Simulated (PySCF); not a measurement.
The dipole of `O=C(Cl)C1CC1` from its density and from atomic charges.

Coordinates (GFN2-xTB, Å) and charges (e) from the PBE0/pcSseg-1 density (PySCF):

```tsv
atom	x	y	z	Mulliken	IAO	Hirshfeld	ESP-fitted
O1	1.962	-1.645	0.797	-0.2997	-0.3560	-0.2091	-0.3718
C2	1.315	-0.860	0.185	+0.3448	+0.3705	+0.1820	+0.4089
Cl3	1.984	-0.184	-1.320	-0.1596	-0.1149	-0.0434	-0.1350
C4	-0.013	-0.353	0.517	-0.3102	-0.1942	-0.0472	-0.0958
C5	-0.409	1.074	0.205	-0.1683	-0.2714	-0.0761	-0.2488
C6	-1.024	-0.033	-0.563	-0.1681	-0.2713	-0.0760	-0.2507
H7	-0.382	-0.787	1.439	+0.1483	+0.1766	+0.0622	+0.1385
H8	0.326	1.692	-0.288	+0.1584	+0.1669	+0.0437	+0.1292
H9	-0.995	1.587	0.951	+0.1481	+0.1635	+0.0602	+0.1478
H10	-2.047	-0.310	-0.364	+0.1482	+0.1635	+0.0603	+0.1490
H11	-0.712	-0.179	-1.585	+0.1582	+0.1669	+0.0437	+0.1288
```

Compute μ = Σ q r for each scheme (1 e·Å = 4.803 D) and compare with the dipole of the full density.

The full density gives (-3.15, 1.62, 0.18) D, 3.54 D in size; dipole vectors point from the negative to the positive end.

```
    scheme     μx    μy     μz  size (D)  share of the full size (%)  angle to the full dipole (°)
  Mulliken  -3.72  2.27  -0.29      4.37                         123                             8
       IAO  -3.25  1.90  -0.14      3.77                         106                             6
 Hirshfeld  -1.78  1.09  -0.14      2.10                          59                             8
ESP-fitted  -3.14  1.61   0.20      3.54                         100                             0
```

Which set comes closest?

Length of the difference vector: ESP-fitted 0.03 D, IAO 0.44 D, Mulliken 0.99 D, Hirshfeld 1.50 D. Closest: ESP-fitted. ESP charges are fitted to the potential around the molecule, whose slowest-falling term is the dipole's. 

What is left for the Hirshfeld atoms' own dipoles?

The shares of the density sum to the whole, so what Σ q r misses lies in dipoles about the nuclei. The atomic dipoles sum to (-3.15, 1.62, 0.18) − (-1.78, 1.09, -0.14) = (-1.37, 0.53, 0.32) D, 1.50 D in size.

With the origin at the mean of the coordinates, (0.000, 0.000, -0.002) Å, which are the largest single terms, by size, of the ESP-fitted dipole along the direction of the full one?

O1 +4.38, C2 -3.05, Cl3 +1.24, H10 +1.19, H9 +1.18 D; all 11 atoms together +3.54 D. The single terms depend on the origin, their sum doesn't.

Give the size of the full dipole in other units.

3.54 D = 1.394 au = 0.738 e·Å = 11.82 × 10⁻³⁰ C·m.

One conformer (not necessarily the lowest) at the GFN2-xTB geometry, without solvent, vibrations or thermal averaging.

The run behind these numbers computed NMR shieldings as well. Hardware: one thread, Arm Neoverse V1, shared host. Cost: 12 s wall.

The values belong to the conformer `[O:1]=[C:2]([Cl:3])[CH:4]1[CH2:5][CH2:6]1`: O1–C2–C4–C5 145°.
